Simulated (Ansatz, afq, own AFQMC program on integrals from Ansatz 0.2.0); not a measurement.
Se⁻, doublet: AFQMC among the cluster methods

A free Se anion.

Basis aug-cc-pVTZ. Only valence electrons are correlated. AFQMC by an in-house program on the Cholesky factors that Ansatz 0.2.0 writes for its CCSD(T) run. ph-AFQMC/CISD is guided by a CISD state made of CCSD amplitudes; releasing the constraint for a short imaginary time cuts its bias at the price of noise, slowly where states lie close. ± is one standard error of the sampling. No spin–orbit coupling.

Determinant: UHF, the one that the program's search chose, which needn't be the lowest solution.

No full CI on the walks' own integrals is used here; CCSDT(Q) serves as the reference and is uncertain by about the last step of the cluster series.

Cautions: no relativity below Rb; no spin-orbit coupling; inner d shell frozen; the released energies are still falling, so no released level is given (meV from the phaseless value at times in 1/Eh: -4.0 ± 1.9 at 0.24, -4.6 ± 2.1 at 0.51, -9.9 ± 1.3 at 0.99, -11.8 ± 2.0 at 1.62, -14.6 ± 2.2 at 2.40), though the last usable value meets CCSDT(Q) within the noise.

```
T1 diagnostic                               : 0.0097
weight of the determinant in the CISD state : 0.915
⟨S²⟩ of the determinant                     : 0.762
size of the correlated space                : 7 electrons in 45 orbitals
```

| level | correlation energy (eV) |
| --- | --- |
| MP2 | -3.6665 |
| CCSD | -4.1619 |
| CCSD(T) | -4.3404 |

(1) Estimate where phaseless AFQMC with a CISD trial lies against CCSD(T) on the same integrals.

(1) 14.0 ± 2.1 meV below CCSD(T).

Reference: CCSDT(Q), correlation energy -4.369 eV.

| level | E − E(reference) (meV) | share of correlation (%) |
| --- | --- | --- |
| CCSD(T) | 28.4 | 99.35 |
| CCSDT | 7.2 | 99.83 |
| ph-AFQMC/CISD | 14.4 ± 2.1 | 99.67 |

A walk keeps the symmetry of its determinant, which the program's search chose and which needn't be the lowest solution, so a lower state of the same spin and another symmetry isn't excluded.
